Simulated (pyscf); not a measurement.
HO–Ti(F)(F)–F + H₂O → H₂O + HO–Ti(F)(F)–F (four-centre exchange; singlet surface; O–Ti, H–O broken, H–O, O–Ti formed). Optimised with ωB97X-D3(BJ)/def2-SVP in PySCF. Energies in kcal/mol from the separated reactants.

| level | barrier | reaction energy |
|---|---|---|
| ωB97X-D3(BJ)/def2-TZVP | 3.7 | 0.0 |
| PBE/def2-TZVP | 2.8 | 0.0 |
| r²SCAN/def2-TZVP | ? | 0.0 |
| B3LYP-D3(BJ)/def2-TZVP | ? | 0.0 |
| M06-2X/def2-TZVP | 0.4 | 0.0 |
| HF/def2-TZVP | 14.6 | 0.0 |

Problem. Complete the blanks.

Solution. 
- r²SCAN/def2-TZVP, barrier: 1.0
- B3LYP-D3(BJ)/def2-TZVP, barrier: 4.0

The functionals in the table span 3.6 kcal/mol in this barrier, from M06-2X to B3LYP-D3(BJ). On the reactant side the descent ends in an adduct with a O–Ti contact, 14.1 kcal/mol under the separated species and 17.7 kcal/mol under the saddle at ωB97X-D3(BJ)/def2-TZVP. On the product side the descent ends in an adduct with a O–Ti contact (not fully relaxed), 13.8 kcal/mol under the separated species and 17.4 kcal/mol under the saddle at ωB97X-D3(BJ)/def2-TZVP. What is counted as formed (O–Ti) is already present as a longer contact in the reactant adduct; forming that adduct is a step of its own. What is counted as broken (O–Ti) persists as a longer contact in the product adduct; parting that adduct is a step of its own. This is the saddle that the search found; another between the same sides may lie lower.
